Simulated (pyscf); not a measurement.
H₃Si–PH–SiH₃ + H atom (H•) → •H₂Si–PH–SiH₃ + hydrogen (H₂), a hydrogen abstraction (doublet surface; H–Si broken, H–H formed). PySCF, gas phase, ωB97X-D3(BJ)/def2-SVP geometries. Energies in kcal/mol from the separated reactants.

Small-basis levels: PySCF, no dispersion term, spherical d functions. AM1 to PM7: differences of heats of formation from MOPAC, which are fitted to 298 K values and so differ in kind from electronic energies by zero-point and thermal terms. Open shells are spin-unrestricted. 

```json
[
 {"level": "HF/STO-3G", "barrier": "12.6", "reaction energy": "-11.2"},
 {"level": "HF/3-21G", "barrier": "9.5", "reaction energy": "-13.8"},
 {"level": "HF/6-31G*", "barrier": "11.7", "reaction energy": "-7.9"},
 {"level": "BP86/6-31G*", "barrier": "-1.8", "reaction energy": "-21.2"},
 {"level": "B3LYP/STO-3G", "barrier": "-1.4", "reaction energy": "-20.5"},
 {"level": "B3LYP/3-21G", "barrier": "-0.6", "reaction energy": "-22.4"},
 {"level": "B3LYP/6-31G*", "barrier": "0.8", "reaction energy": "-18.8"},
 {"level": "M06-2X/6-31G*", "barrier": "4.7", "reaction energy": "-16.5"},
 {"level": "PBE/def2-SVP", "barrier": "-0.8", "reaction energy": "-15.6"},
 {"level": "B3LYP/def2-SVP", "barrier": "0.1", "reaction energy": "-16.9"},
 {"level": "AM1", "barrier": "-3.9", "reaction energy": "-38.7"},
 {"level": "PM3", "barrier": "-16.1", "reaction energy": "-41.7"},
 {"level": "ωB97M-D3(BJ)/def2-TZVP", "barrier": "3.9", "reaction energy": "-14.2"}
]
```

Against the last row the barrier runs from -20.0 (PM3) to +8.7 kcal/mol (HF/STO-3G). At BP86/6-31G*, B3LYP/STO-3G, B3LYP/3-21G, PBE/def2-SVP, AM1, PM3 this geometry lies under one side, so the entry may be no barrier of that level: it is a single point on another level's saddle. ωB97M-D3(BJ)/def2-TZVP has limits of its own. •H₂Si–PH–SiH₃ lies 8.3 kcal/mol over its isomer H₃Si–P•–SiH₃ (electronic energy, ωB97M-D3(BJ)/def2-TZVP). One saddle was located; it need not be the lowest between these sides. The angle at the transferred H is 179°.
